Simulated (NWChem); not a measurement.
System: water (H$_{2}$O); SMILES O

All runs: NWChem. Pople sets run with spherical d functions. Each level has its own optimisation; frequencies are unscaled.

```tsv
level	r H–O (Å)	highest harmonic frequency (cm⁻¹)	lowest (cm⁻¹)	zero-point energy (kcal/mol)
CAM-B3LYP/def2-SVP	0.965	3932	1632	13.4
B3LYP/6-31G*	0.969	3845	1711	13.3
B3LYP/3-21G	0.997	3555	1693	12.4
PBE0/def2-TZVP	0.960	3959	1622	13.5
PBE-D3(BJ)/def2-SVP	0.975	3790	1609	13.0
```
